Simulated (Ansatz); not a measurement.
Rock-salt BaTe, treated with PBE0 in Ansatz (PAW).

Input:

Ansatz 0.2 input:
```yaml
crystal:
  lattice:
    - [0.0, 3.462793619, 3.462793619]
    - [3.462793619, 0.0, 3.462793619]
    - [3.462793619, 3.462793619, 0.0]
  atoms:
    - { symbol: Ba, position: [0.0, 0.0, 0.0] }
    - { symbol: Te, position: [0.5, 0.5, 0.5] }
basis:
  ecutwfc: 460
  ecutrho_ratio: 4
  xc_grid: 2
kpoints:
  mp_grid: { grid: [6, 6, 6] }
hamiltonian:
  xc: pbe0
  dispersion: none
  pseudopotentials: { kind: paw }
scf:
  occupations: { method: fermi_dirac, width: 0.01 }
  convergence: { dr2_threshold: 0.0000000002 }
output:
  forces: true
  stress: true
  eigenvalues: true
```

How many irreducible k-points, plane waves at Γ does the program set up, and what pressure does the run end with?

16 irreducible k-points, 1837 plane waves at Γ; P = 1.72 GPa, so the cell is compressed on average and its volume would grow at this level.

Output (set-up and result lines):

```
WARN output.stress: scf.exx.energy_threshold = 1e-6 eV is looser than the 2e-8 eV advised for a stress under a hybrid functional (1e-8 eV for each atom of the …
Crystal: 2 atoms, lattice volume = 83.044 Å³
Basis set: ecut = 460 eV, 1837 PW (Γ), exchange–correlation on 72×72×72 points (8 copies of the dense FFT grid, shifted against one another)
Bands: 17, of which v1, the nominal top of the filled ones, is band 13 counted from 1 (12 counted from 0)
Symmetry: 48 space group operations
Space group: Fm-3m (ITA 225), of the structure as read, at distance tolerance 4.4e-5 Å
k-points: 16 of 216
Functional: x = pbe(κ = 0.804, μ = 0.2195149727645171), c = pbe(β = 0.06672455060314922), warm-up for x = 0.75 pbe(κ = 0.804, μ = 0.2195149727645171) + 0.25 exact, c = pbe(β = 0.06672455060314922)
SCF iter   1: F=—  HF=-12933.108989 eV  |F-HF|=—  |Δ(HF+E_count)|=         —  Δρ=9.09e-4  dr2=1.73e-3
SCF iter   2: F=-12933.109587 eV  HF=-12933.109599 eV  |F-HF|=1.20e-5  |Δ(HF+E_count)|=   6.09e-4  Δρ=3.22e-4  dr2=7.90e-5
Crystal: 2 atoms, lattice volume = 83.044 Å³
Initial density: handed on by an earlier stage of this run
Functional: x = 0.75 pbe(κ = 0.804, μ = 0.2195149727645171) + 0.25 exact, c = pbe(β = 0.06672455060314922)
  ...
Crystal: 2 atoms, lattice volume = 83.044 Å³
SCF iter   5: F=—  HF=-12940.849299 eV  |F-HF|=—  |Δ(HF+E_count)|=   1.01e-8  Δρ=5.24e-7  dr2=3.03e-10
SCF iter   6: F=-12940.849299 eV  HF=-12940.849299 eV  |F-HF|=3.64e-12  |Δ(HF+E_count)|=  1.18e-10  Δρ=7.21e-8  dr2=3.52e-11
SCF 3 converged in 6 iterations: F = -12940.849299 eV  dr2 = 3.52e-11
Free energy (F): -12940.849299 eV
Internal energy: -12940.849299 eV  (E = F + TS)
E sigma→0 (E₀):  -12940.849299 eV
Fermi energy:    7.336190 eV
--- Stress (GPa, compression-positive) ---
        1.720559       0.000000       0.000000
        0.000000       1.720559      -0.000000
        0.000000      -0.000000       1.720559
  P = ⅓ Tr σ = 1.7206 GPa (17.206 kbar)
```

The cell is one volume of an energy–volume scan, off the minimum.

The PAW data were made under PBE.

Ansatz is a first-principles code.
